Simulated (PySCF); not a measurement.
## Shieldings and the share of exact exchange

Molecule: difluorosilane (SMILES F[SiH2]F).

Atoms are numbered as in `[F:1][SiH2:2][F:3]`. Hydrogens are named by the atom that carries them.

GIAO shieldings (ppm, equivalent atoms averaged) in PySCF 2.14.0 with density-fitted response routines on the PBE0-D3(BJ)/def2-SVP geometry, basis pcSseg-2, gas phase, non-relativistic:

```csv
functional,exact exchange (%),σ(F1/F3),σ(Si2)
BLYP,0,312.6,340.8
BP86,0,313.7,344.2
PBE,0,312.1,343.8
B3LYP,20,325.7,355.6
mPW1PW91,25,329.6,363.8
BHandHLYP,50,341.4,379.0
HF,100,362.9,422.9
```

(1) Fit each shielding as a line in the percentage of exact exchange.

(2) What does the line predict for PBE0 (25 %), and what does the run give?

## Answers

(1) σ(F1/F3) = 314.2 + 0.51 x (rms 1.8 ppm); σ(Si2) = 342.2 + 0.79 x (rms 2.0 ppm). The functionals also differ in their semilocal parts, which the line can't hold; Hartree–Fock has no correlation at all.

(2) σ(F1/F3): 326.9 predicted, 328.7 computed; σ(Si2): 361.9 predicted, 363.6 computed ppm.
